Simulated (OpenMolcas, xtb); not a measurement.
# C2H6B (SMILES [BH]CC): methods side by side

The species is C2H6B (9 atoms), meant as a doublet with charge 0. SMILES: `[BH]CC`. Geometry: relaxed at PBE0-D4/def2-TZVP. This is one conformer, not always the lowest.

Each level gives the vertical energy of the quartet above the doublet (eV). The values are calculated.

```
             level             kind     program  value (eV)
          GFN0-xTB   semi-empirical         xtb        5.67
     UHF/def2-SVPD     Hartree–Fock  OpenMolcas        5.41
  USVWN5/def2-SVPD              LDA  OpenMolcas        4.97
    UPBE/def2-SVPD              GGA  OpenMolcas        5.03
U-r2SCAN/def2-SVPD         meta-GGA  OpenMolcas        5.06
  UM06-L/def2-SVPD         meta-GGA  OpenMolcas        5.28
  UB3LYP/def2-SVPD    global hybrid  OpenMolcas        5.43
 UM06-2X/def2-SVPD  hybrid meta-GGA  OpenMolcas        5.54
```

The values span 4.97 to 5.67 eV. The xTB rows lack spin polarisation, so open shells miss the exchange term that lowers them.
